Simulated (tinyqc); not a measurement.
Starting guesses with plain Roothaan steps: SCF starting guesses in the sto-6g basis, for CH3, spin multiplicity 2. Computed by the program tinyqc with PySCF. UHF with one setting changed at a time; a run stops when the energy changes by less than 1e-09 hartree and the error matrix is below 1e-5. Starts: the lowest orbitals of the core Hamiltonian, of the Wolfsberg-Helmholz matrix (K = 1.75), projected atomic densities, random orbitals, and the highest orbitals of the core Hamiltonian (a deliberately bad start).

Geometry (angstrom):
```
atom,x,y,z
C,0.0000,0.0000,0.0050
H,1.1170,0.0000,0.0000
H,-0.5590,0.9680,0.0000
H,-0.5590,-0.9680,0.0000
```

lowest solution found by these runs and by PySCF with stability checks = -39.454701 hartree

Largest element of the error matrix X^T (FDS - SDF) X:
```
iteration,core,Wolfsberg-Helmholz,atomic densities,random,highest core orbitals
1,4.0e-01,1.9e-01,4.5e-01,3.9e+00,1.4e-01
2,7.3e-02,3.5e-02,4.4e-02,2.4e-01,3.9e-01
3,9.5e-03,1.0e-02,1.4e-02,1.4e-01,1.8e-01
4,4.0e-03,4.8e-03,6.1e-03,9.0e-02,3.3e-02
5,2.3e-03,2.9e-03,3.8e-03,5.3e-02,1.5e-02
6,1.5e-03,1.8e-03,2.5e-03,3.0e-02,6.6e-03
8,6.7e-04,7.6e-04,1.1e-03,9.6e-03,1.9e-03
10,2.9e-04,3.4e-04,4.6e-04,3.0e-03,7.0e-04
14,5.5e-05,6.4e-05,8.7e-05,3.0e-04,1.2e-04
20,4.6e-06,5.2e-06,7.2e-06,2.3e-05,8.8e-06
```

How each run ends:
```
run,iterations,E (hartree),state
core,20,-39.454701,lowest found
Wolfsberg-Helmholz,20,-39.454701,lowest found
atomic densities,21,-39.454701,lowest found
random,23,-39.454701,lowest found
highest core orbitals,21,-39.454701,lowest found
```

What does the comparison show, and why?

5 of 5 runs reach the lowest solution found, in 20 to 23 iterations (fastest: core, Wolfsberg-Helmholz). The first errors are 4e-01, 2e-01, 5e-01, 4e+00, 1e-01; the deliberately bad start has the smallest one, so a small first error does not mark a good start.
